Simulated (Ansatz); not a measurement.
**LiAlH2: one structure at several levels**

The task here is to estimate one member of a computed series from the others.

The runs use Ansatz 0.2.0, Gaussian basis; single points in def2-TZVPP.

Correlated methods freeze the cores. The outer core shell of Li, Na, Mg and K is correlated.

### The starting structure

SMILES `[Li][AlH2]`, 4 atoms, charge 0, spin multiplicity 1.

Atoms are counted from 1 here; the program's logs count them from 0.

Bond lengths: Al2–H3 1.529 Å, Al2–H4 1.505 Å. Angles: H3–Al2–H4 105.9°.

Geometry (Å):

```mol
AlH2Li
  3D, bonds by distance, orders not assigned

  4  2  0  0  0  0  0  0  0  0999 V2000
   -2.3415   -0.7419    0.3023 Li  0  0
    0.1907    0.0970    0.0741 Al  0  0
    1.3707   -0.6661    0.6756 H   0  0
    0.7838    1.0395   -0.9386 H   0  0
  2  3  8  0
  2  4  8  0
M  END
```

Set-up of the first run:

run/in.yaml reads:

```yaml
crystal:
  periodic: [false, false, false]
  atoms:
    - {symbol: Li, position_ang: [-2.341500, -0.741900, 0.302300]}
    - {symbol: Al, position_ang: [0.190700, 0.097000, 0.074100]}
    - {symbol: H, position_ang: [1.370700, -0.666100, 0.675600]}
    - {symbol: H, position_ang: [0.783800, 1.039500, -0.938600]}
basis:
  gaussian: {orbitals: def2-TZVPP}
correlation: {method: ccsd_t}
output: {forces: true}
```

No record of the launch command was kept for these runs.

Among the steps run: CCSD(T)/def2-TZVPP; PBE0-D4/def2-TZVPP; wB97M-V/def2-TZVPP; r2SCAN-D4/def2-TZVPP; PBE-D4/def2-TZVPP; HSE06-D4/def2-TZVPP; CAM-B3LYP-D4/def2-TZVPP.

One table of the session follows, with a row left open; its other results are not shown here.

```
      method  RMS force component (eV/Å)  angle to CCSD(T) forces (°)  dipole (D)
     CCSD(T)                       0.756                    reference        6.65
     PBE0-D4                           ?                            ?           ?
     wB97M-V                       0.727                          2.5        6.39
   r2SCAN-D4                       0.761                          1.9        6.44
      PBE-D4                       0.815                          2.5        6.02
    HSE06-D4                       0.774                          1.2        6.31
CAM-B3LYP-D4                       0.720                          2.0        6.49
```

**Question.** Estimate the row for PBE0-D4.

**Answer.** RMS force component (eV/Å): 0.771; angle to CCSD(T) forces (°): 1.2; dipole (D): 6.32. In the column «RMS force component (eV/Å)» it lies between r2SCAN-D4 (0.761) and HSE06-D4 (0.774).
